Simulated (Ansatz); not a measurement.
Born–Oppenheimer molecular dynamics of H5NSi (7 atoms, charge 0, multiplicity 1). It starts at the highest image of a converged band. Of that band: Neighbouring images differ by up to 1.7 eV, so the band resolves the path poorly. A vibrational analysis at the climbing image gives one clearly imaginary mode, 1785i cm⁻¹: a first-order saddle point.

Theory: RKS BHLYP/def2-SVPD in Ansatz.

```json
{"ensemble": "NVE (velocity Verlet)", "time step": "0.5 fs", "steps asked": "200", "starting velocities drawn for": "100 K", "seed": "8434"}
```

First frame:

```xyz
7
Properties=species:S:1:pos:R:3
Si 0.267 0.083 -0.233
N 0.967 -0.074 1.538
H 0.595 -0.693 2.244
H 1.428 0.724 1.943
H 1.677 -0.358 0.405
H -0.532 1.341 -0.299
H -0.728 -1.022 -0.213
```

(1) What does the run give?

(2) What happens to the structure?

(3) How do temperature and energy run in time?

Results:

(1) The run went to its last step.

* steps done: 200
* time covered: 100 fs
* mean temperature over the second half: 2745 K
* spread of the potential energy over the second half: 67.4 meV per atom
* mean potential energy of the second half above the start: -244.4 meV per atom

The conserved energy stayed within 1.5 meV per atom of its start (net change -0.39 meV per atom), so the integration is sound. The kinetic energy rose, since the run started high on the potential surface and went downhill. A run of 0.1 ps of so small a system gives no equilibrium averages. The orbitals stay closed-shell, which can raise the energy where a bond breaks towards radicals; this wasn't checked here.

(2) Between its relaxed ends the band would form N2–H5 and break Si1–H5. These pairs go: N2–H5 1.37 → 2.86 Å, Si1–H5 1.61 → 1.49 Å. In the last frame they stand as before the step (other bonds may differ from the relaxed reactants and products). These pairs come and go: their bonding changes 10 times, last at 90 of 100 fs, so the outcome isn't settled. It ends as one piece, H5NSi. Pairs count as bonded within 1.25 times the sum of covalent radii (0.12 Å more for H–H). Another seed would give other details.

(3) 
```csv
time (fs),T (K),potential energy less start (eV),conserved less start (meV/atom)
0,100,0.000,0.00
3,62,0.025,0.08
6,191,-0.058,0.11
9,858,-0.488,0.25
12,2832,-1.766,-0.11
15,4552,-2.882,-0.63
18,3958,-2.495,-0.28
21,2547,-1.582,-0.04
24,1550,-0.936,0.08
27,1609,-0.975,0.02
30,2208,-1.368,-0.78
33,2428,-1.505,-0.11
36,3061,-1.918,-0.53
39,1793,-1.094,0.04
42,1754,-1.068,0.19
45,3520,-2.213,-0.45
48,3445,-2.168,-0.88
51,3123,-1.960,-0.92
54,3023,-1.891,-0.26
57,1958,-1.201,-0.07
60,1507,-0.909,0.11
63,2068,-1.276,-0.60
66,1747,-1.061,0.50
69,3366,-2.116,-0.70
72,3561,-2.237,-0.12
75,3784,-2.383,-0.24
78,3704,-2.334,-0.62
81,1874,-1.143,0.55
84,2488,-1.549,-0.75
87,2420,-1.500,-0.01
90,2833,-1.767,-0.04
93,3802,-2.396,-0.53
96,2939,-1.837,-0.25
99,2434,-1.511,-0.41
```

The run took 3.7 min on 2 threads of Arm Neoverse V1, with other jobs on the host, peak memory 0.14 GiB.
